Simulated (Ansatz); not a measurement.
# AlHF radical: a ladder of functionals and wavefunction methods

One table from this session's results is given with a row withheld; the runs are named, their logs left out.

Program: Ansatz 0.2.0, Gaussian basis. Level of theory: functionals in def2-TZVPP, the program's frozen cores in correlated methods. These are calculated values, not measurements.

The runs, in order: LDA (SPW92), PBE-D4, revPBE-D4, BLYP-D4, r2SCAN-D4, B97M-V, PBE0-D4, B3LYP-D4, r2SCANh-D4, r2SCAN0-D4, HSE06-D4, BHLYP-D4, CAM-B3LYP-D4, LC-ωPBE, ωB97X-V, ωB97M-V, B2PLYP, PBE-QIDH; CCSD(T)/def2-SVP; CCSD(T)/def2-TZVPP; CCSD(T)/def2-QZVPP; extrapolation to the limit; RPA on PBE.

### The relaxed structure

The geometry comes from an earlier relaxation with PBE0-D4 in a triple-zeta def2 set; it is a stationary point.

SMILES `[F][AlH]`, 3 atoms, charge 0, spin multiplicity 2.

Atoms are counted from 1 here; the program's logs count them from 0.

Bond lengths: F1–Al2 1.656 Å, Al2–H3 1.607 Å. Angles: F1–Al2–H3 115.5°.

Set-up of the first run:

Input file in.yaml:

```yaml
crystal:
  periodic: [false, false, false]
  atoms:
    - {symbol: F, position_ang: [0.907071, 0.893230, 0.585636]}
    - {symbol: Al, position_ang: [-0.432539, 0.317983, -0.199538]}
    - {symbol: H, position_ang: [-0.485431, -1.276114, -0.399298]}
basis:
  gaussian: {orbitals: def2-TZVPP}
magnetization: {spin_polarized: true, initial_magnetization: 1}
hamiltonian: {xc: lda}
output: {orbitals: {seedname: orbitals}}
```

Started as:

```console
$ ansatz run in.yaml --threads 2 --pin off --events-out ev --progress --plain --max-ram 32768MiB --backend cpu
```

Among the steps run: LDA; PBE-D4 (GGA); revPBE-D4 (GGA); BLYP-D4 (GGA); r2SCAN-D4 (meta-GGA); B97M-V (meta-GGA); B3LYP-D4 (hybrid); r2SCANh-D4 (hybrid); r2SCAN0-D4 (hybrid); HSE06-D4 (hybrid); BHLYP-D4 (hybrid); CAM-B3LYP-D4 (range-separated); LC-ωPBE (range-separated); ωB97X-V (range-separated); ωB97M-V (range-separated); B2PLYP (double hybrid); PBE-QIDH (double hybrid).

One of the session's tables, all rows but one given; the rest of the session is left out.

It belongs to the step «Orbital energies across the functionals». 

| functional | HOMO (eV) | LUMO (eV) | gap (eV) |
| --- | --- | --- | --- |
| LDA (SPW92) | -5.02 | -3.76 | 1.26 |
| PBE-D4 | -5.07 | -3.43 | 1.64 |
| revPBE-D4 | -5.06 | -3.30 | 1.76 |
| BLYP-D4 | -4.89 | -3.49 | 1.41 |
| r2SCAN-D4 | -5.38 | -2.95 | 2.43 |
| B97M-V | -5.03 | -3.94 | 1.09 |
| PBE0-D4 | -6.12 | -2.59 | 3.54 |
| B3LYP-D4 | -5.89 | -3.00 | 2.89 |
| r2SCANh-D4 | -5.76 | -2.70 | 3.07 |
| r2SCAN0-D4 | -6.34 | -2.34 | 4.00 |
| HSE06-D4 | ? | ? | ? |
| BHLYP-D4 | -7.02 | -1.96 | 5.06 |
| CAM-B3LYP-D4 | -7.32 | -1.82 | 5.50 |
| LC-ωPBE | -8.68 | -0.42 | 8.25 |
| ωB97X-V | -8.20 | -0.90 | 7.30 |
| ωB97M-V | -7.77 | -1.08 | 6.68 |

Q: Estimate the row for HSE06-D4 from the others.

As computed: HOMO (eV): -5.72; LUMO (eV): -2.96; gap (eV): 2.76. In the column «HOMO (eV)» it lies between r2SCANh-D4 (-5.76) and r2SCAN-D4 (-5.38).
